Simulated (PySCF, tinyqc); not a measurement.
A ladder of methods, and size consistency: correlation methods against full CI in the sto-6g basis, for LiH, spin multiplicity 1. Computed by the program tinyqc with PySCF. All electrons correlated; +Q is the Davidson correction (1 - c0^2) E_corr. The last columns treat two copies 100 angstrom apart as one system. FCI is the lowest singlet.

Geometry (angstrom):
```
atom       x       y       z
Li    0.0000  0.0000  0.0000
H     0.0000  0.0000  2.2420
```

RHF energy of one = -7.892167 hartree

Correlation energies (hartree):
```
method   E_corr of one  share of FCI (%)  E_corr of two at 100 angstrom  two minus twice one (mhartree)
MP2          -0.021674           55.0401                      -0.043348                       -7.97e-05
CISD         -0.039349           99.9239                      -0.073422                          5.2760
CISD+Q       -0.042552          108.0577                      -0.082280                          2.8241
CCSD         -0.039355           99.9386                      -0.078709                       -2.01e-04
CCSD(T)      -0.039375           99.9900                      -0.078750                       -1.99e-04
FCI          -0.039379          100.0000                              -                               -
```

What does the comparison show, and why?

MP2 recovers 55 %, CISD 99.9 % and CCSD 99.9 % of the FCI value (c0^2 = 0.919 in CISD). MP2 and coupled cluster are size consistent, so their last column vanishes but for a trace of long-range electrostatics; CISD loses 5.28 mhartree, since a double excitation on each copy is a quadruple of the pair, and the Davidson correction leaves +2.82. The restricted reference is unstable here: a spin-polarised solution lies 0.0069 hartree lower (PySCF), so results built on it describe a poor reference.
